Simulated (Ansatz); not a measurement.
`CC(O)CCO` + H–F → `CC(O)CF` + CH₃OH  (substitution at a C–C bond)

Program: Ansatz. Geometries: PBE0-D4/def2-TZVP. ΔE: electronic, gas phase. CCSD(T)/CBS adds triple-zeta CCSD(T) − MP2 to the extrapolated MP2 energy (def2 sets, frozen cores). This one scheme is used for every species. DFT in def2-TZVPP. B3LYP here is the variant with VWN-RPA as its local correlation; programs differ in this. Each species was taken in one conformer, which may not be the lowest.

CCSD(T)/CBS gives +62.1 kJ/mol.

**Question.** Another level gave +46.3 kJ/mol. Which?
A. HF/def2-TZVPP
B. PBE0-D4/def2-TZVPP
C. B3LYP-D4/def2-TZVPP
D. CCSD(T)/def2-TZVPP

**Answer.** C. B3LYP-D4 46.3, PBE0-D4 55.2, HF/def2-TZVPP 26.0, CCSD(T)/def2-TZVPP 59.4 kJ/mol.

Largest T1 diagnostic among the species: 0.010.

From PBE to PBE0 (25 % exact exchange), in def2-TZVPP and without D4, ΔE moves by +3.5 kJ/mol. In def2-TZVPP, CCSD(T) changes the Hartree–Fock value by +33.4 kJ/mol (the triples alone add +4.0 kJ/mol) and MP2 by +43.1 kJ/mol.
